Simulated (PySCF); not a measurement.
Input of a run (PBE0-D3(BJ)/def2-SVP geometry optimisation, gas phase (PySCF 2.14.0)), started from GFN2-xTB:
```
{"job": {"xc": "PBE0", "basis": "def2-SVP", "d3": "d3bj", "grid": 1, "kind": "geom"}, "charge": 0, "multiplicity": 2}
C      0.005080     0.002190    -0.013170
H      1.063070    -0.137270    -0.028970
H     -0.645110    -0.843820     0.012570
H     -0.402580     0.988450    -0.016150
```

Output (energies in Eh, forces in Eh/bohr):
```
step   0  E = -39.75281650  max force = 0.017136
step   1  E = -39.75392103  max force = 0.000873
step   2  E = -39.75392439  max force = 0.000070
optimisation converged
```

Summarise the run.

The energy falls by 2.9 kJ/mol over 3 energy and gradient evaluations, the largest force component goes from 0.0171 to 7.0e-05 Eh/bohr, and the atoms move by 0.020 Å rms after alignment. Among the bonds, C1–H2, C1–H3 and C1–H4 change most and about equally (+0.023 Å). Bonds longer at the end by more than 0.005 Å: 3 of 3; shorter: 0. The energy never rose by more than 1e-6 Eh on the way. The first step brought 100 % of the lowering.

What are the final bond lengths?

C1–H2 1.090 Å, C1–H3 1.090 Å, C1–H4 1.090 Å. Numbering counts from 1 in the input's order; the species is methyl radical, `[CH3]`.

The run used 29 basis functions and 16 SCF cycles in all.

No PBE0-D3(BJ)/def2-SVP frequencies stand behind this structure, so it isn't proved a minimum. ⟨S²⟩ = 0.754 (exact for a doublet: 0.75).
